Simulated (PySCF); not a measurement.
Computed with PySCF with CAM-B3LYP-D3(BJ)/def2-TZVP. All species are isolated molecules in the gas phase. 

Reference species (SMILES): `[F][Al][F]` (neutral, multiplicity 2).

| Item | Result |
|---|---|
| highest occupied spin orbital | -8.29 eV |

Changed species: `[F]` (radical fragment; the reference has radical fragment).

Predict the effect on the highest occupied spin orbital.

the highest occupied spin orbital decreases by 5.85 eV, to -14.14 eV.
